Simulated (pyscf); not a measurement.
Thermochemistry of product channels of `[BH2][NH2]` + `[BH3]` on the singlet surface, in kJ/mol, from ωB97M-D3(BJ)/def2-TZVP energies (ideal gas, 1 atm, RRHO with modes under 100 cm⁻¹ raised to 100, one conformer, R ln 2 for rigid chiral ones). PySCF, gas phase, ωB97X-D3(BJ)/def2-SVP geometries.

```json
[
 {"products": "`[BH2][BH][NH2]` + `[H][H]`", "ΔE": "+39.9", "ΔH(298 K)": "+30.5", "ΔG(298 K)": "+34.4", "ΔG(900 K)": "+35.1"},
 {"products": "`[BH2][NH][BH2]` + `[H][H]`", "ΔE": "-89.3", "ΔH(298 K)": "-98.3", "ΔG(298 K)": "-89.9", "ΔG(900 K)": "-77.6"}
]
```

These are energies of the channels, which say nothing of barriers.
